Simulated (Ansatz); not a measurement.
# (MgS)2 ring (Mg2S2): the relaxed shape and its frontier levels

What does (MgS)2 ring (Mg2S2) look like as a singlet, and where do its frontier electrons sit?

Program: Ansatz 0.2.0, Gaussian basis. Level of theory: RKS PBE0-D4/def2-TZVP. These are calculated values, not measurements.

Levels to be run: relaxation at PBE-D4/def2-TZVP; a search for the lowest solution at PBE0-D4/def2-SVP; a single point at PBE0-D4/def2-TZVP.

**1. Starting geometry**

4 atoms, charge 0, spin multiplicity 1.

Atoms are counted from 1 here; the program's logs count them from 0.

Bond lengths: Mg1–S2 2.342 Å, Mg1–S4 2.342 Å, S2–Mg3 2.342 Å, Mg3–S4 2.342 Å. Angles: S2–Mg1–S4 104.8°, Mg1–S2–Mg3 75.2°, S2–Mg3–S4 104.8°, Mg1–S4–Mg3 75.2°.

The start is a GFN2-xTB geometry.

**2. Relaxation at PBE-D4/def2-TZVP**

Input file in.yaml:

```yaml
crystal:
  periodic: [false, false, false]
  atoms:
    - {symbol: Mg, position_ang: [-1.318050, 0.087970, -0.545800]}
    - {symbol: S, position_ang: [-0.717550, -0.291270, 1.685620]}
    - {symbol: Mg, position_ang: [1.318240, -0.088730, 0.545560]}
    - {symbol: S, position_ang: [0.717360, 0.292030, -1.685380]}
basis:
  gaussian: {orbitals: def2-TZVP}
hamiltonian: {xc: pbe, dispersion: d4}
scf: {lower_state_search: "off"}
output: {orbitals: {seedname: orbitals}}
relax: {f_tol: 0.02, max_steps: 100}
```

Run with:

```sh
$ ansatz run in.yaml --threads 4 --pin off --events-out ev --progress --plain --max-ram 3916MiB
```

The runs that follow: Searching for the lowest solution, PBE0-D4/def2-SVP; Single point, PBE0-D4/def2-TZVP.

Before running them: what should the planned runs give, taken together? Wanted: point group; commonest bond; HOMO, LUMO at PBE0-D4/def2-TZVP; dipole at PBE-D4/def2-TZVP.

**Answer**, as computed:

```
                       quantity                           value
                    point group                             D2h
                 commonest bond  Mg–S, 4 of mean length 2.327 Å
HOMO, LUMO at PBE0-D4/def2-TZVP                 -6.11, -2.67 eV
     dipole at PBE-D4/def2-TZVP                          0.00 D
```

**Reading.** The molecule keeps its bonding pattern by the stored test; the atoms moved 0.09 Å (rms). No usable vibrations, so a minimum isn't proven. The HOMO lies nearest to S2, S4 about 47 % each and the LUMO to Mg1, Mg3 about 43 % each; S2, S4 about 7 % each.
